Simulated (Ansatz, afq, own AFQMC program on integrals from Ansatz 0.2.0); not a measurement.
# GeH₃, doublet: AFQMC among the cluster methods

```yaml
atoms:
  - { symbol: Ge, position_ang: [0.0002, 0.0000, -0.0355] }
  - { symbol: H, position_ang: [1.3433, 0.0091, 0.8611] }
  - { symbol: H, position_ang: [-0.6865, 1.1625, 0.8504] }
  - { symbol: H, position_ang: [-0.6705, -1.1720, 0.8501] }
```

Basis aug-cc-pVTZ. Only valence electrons are correlated. Integrals, coupled cluster, full CI and functionals: Ansatz 0.2.0; the random walks run on the same integrals in our own AFQMC program. ph-AFQMC/CISD is guided by a CISD state made of CCSD amplitudes; releasing the constraint for a short imaginary time cuts its bias at the price of noise, slowly where states lie close. Error bars are statistical, one sigma. No spin–orbit coupling.

Determinant: UHF, the one that the program's search chose, which needn't be the lowest solution. The geometry is a PBE0/def2-TZVPD stationary point of this or a neighbouring charge and spin state.

No full CI on the walks' own integrals is used here; CCSDT(Q) serves as the reference and is uncertain by about the last step of the cluster series.

Cautions: no relativity below Rb; no spin-orbit coupling; inner d shell frozen.

The T1 diagnostic is 0.0153. The weight of the determinant in the CISD state is 0.913. The ⟨S²⟩ of the determinant is 0.755 and the size of the correlated space is 7 electrons in 114 orbitals.

Reference: CCSDT(Q), correlation energy -4.051 eV. The released energy is read at 2.40 1/Eh (meV from the phaseless value at times in 1/Eh: -2 ± 4 at 0.24, -4 ± 3 at 0.51, -0.7 ± 1.7 at 0.99, -5.1 ± 1.8 at 1.62, -4 ± 3 at 2.40).

```csv
level,E − E(reference) (mEh),share of correlation (%)
HF,148.89,0.00
MP2,31.07,79.13
CCSD,5.10,96.58
CCSD(T),0.99,99.33
CCSDT,0.11,99.92
ph-AFQMC/HF,1.75 ± 0.74,98.83
ph-AFQMC/CISD,0.24 ± 0.15,99.84
released AFQMC,0.08 ± 0.10,99.95
```

A walk keeps the symmetry of its determinant, which the program's search chose and which needn't be the lowest solution, so a lower state of the same spin and another symmetry isn't excluded. Released energies are given only where the last usable release times agree within the noise; a slower fall can still hide under it.
